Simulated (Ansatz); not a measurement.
The inner images of a band of CH₆AlF (9 atoms, charge 0, multiplicity 1) are given out of order.

The calculation used Ansatz, RKS B3LYP-D4/def2-SVP.

Initial state:

```xyz
9
Properties=species:S:1:pos:R:3
Al -0.013 -0.046 0.235
C 0.007 0.173 2.210
H -0.943 -0.099 2.705
H 0.826 -0.370 2.720
H 0.172 1.238 2.458
H 1.378 -0.036 -0.536
H -1.359 0.281 -0.545
F -0.253 -2.125 0.516
H -0.246 -2.174 1.453
```

Final state:

```xyz
9
Properties=species:S:1:pos:R:3
Al -0.056 -0.468 -0.309
C -0.036 -0.202 2.522
H -0.951 -0.023 3.102
H 0.833 -0.290 3.186
H 0.129 0.664 1.860
H 1.413 0.073 -0.484
H -1.381 0.370 -0.470
F -0.233 -2.132 -0.164
H -0.148 -1.152 1.972
```

**Question.** Put them in order from the first end to the last, with their energies above the first end.
A.
```xyz
9
Properties=species:S:1:pos:R:3
Al -0.099 -0.074 0.193
C -0.057 0.108 2.193
H -1.051 0.340 2.611
H 0.337 -0.738 2.803
H 0.615 0.942 2.462
H 1.258 0.177 -0.590
H -1.504 0.084 -0.529
F 0.001 -2.118 0.577
H 0.070 -1.881 1.496
```
B.
```xyz
9
Properties=species:S:1:pos:R:3
Al -0.085 -0.457 -0.300
C -0.021 -0.210 2.515
H -1.007 0.110 2.875
H 0.669 -0.356 3.358
H 0.408 0.582 1.878
H 1.330 0.180 -0.578
H -1.468 0.295 -0.353
F -0.141 -2.130 -0.173
H -0.117 -1.175 1.993
```
C.
```xyz
9
Properties=species:S:1:pos:R:3
Al -0.061 -0.049 0.219
C -0.035 0.156 2.201
H -1.038 0.140 2.660
H 0.591 -0.584 2.743
H 0.416 1.130 2.468
H 1.325 0.056 -0.552
H -1.430 0.197 -0.549
F -0.149 -2.127 0.545
H -0.050 -2.077 1.480
```
D.
```xyz
9
Properties=species:S:1:pos:R:3
Al -0.123 -0.341 0.011
C -0.019 -0.146 2.280
H -1.015 0.270 2.500
H 0.276 -0.770 3.127
H 0.725 0.674 2.251
H 1.183 0.308 -0.590
H -1.590 0.050 -0.421
F 0.073 -2.054 0.416
H 0.059 -1.151 1.642
```
E.
```xyz
9
Properties=species:S:1:pos:R:3
Al -0.125 -0.465 -0.299
C 0.009 -0.195 2.510
H -0.997 0.221 2.648
H 0.452 -0.440 3.486
H 0.663 0.543 2.019
H 1.225 0.278 -0.626
H -1.565 0.175 -0.316
F -0.048 -2.136 -0.154
H -0.045 -1.142 1.946
```
F.
```xyz
9
Properties=species:S:1:pos:R:3
Al -0.123 -0.174 0.131
C -0.040 -0.041 2.205
H -1.020 0.342 2.532
H 0.243 -0.798 2.968
H 0.718 0.750 2.341
H 1.204 0.273 -0.603
H -1.569 0.040 -0.469
F 0.078 -2.063 0.614
H 0.079 -1.488 1.496
```
G.
```xyz
9
Properties=species:S:1:pos:R:3
Al -0.141 -0.454 -0.184
C 0.017 -0.169 2.425
H -0.993 0.251 2.521
H 0.319 -0.638 3.368
H 0.749 0.611 2.171
H 1.171 0.314 -0.593
H -1.613 0.083 -0.358
F 0.023 -2.113 0.112
H 0.038 -1.044 1.752
```

**Answer.** C (+0.4 kJ/mol), A (+1.2 kJ/mol), F (+6.8 kJ/mol), D (-79.6 kJ/mol), G (-154.4 kJ/mol), E (-166.1 kJ/mol), B (-167.0 kJ/mol).

Run time: 5.3 min on 1 thread of Arm Neoverse V1, on a shared host, peak memory 0.14 GiB.
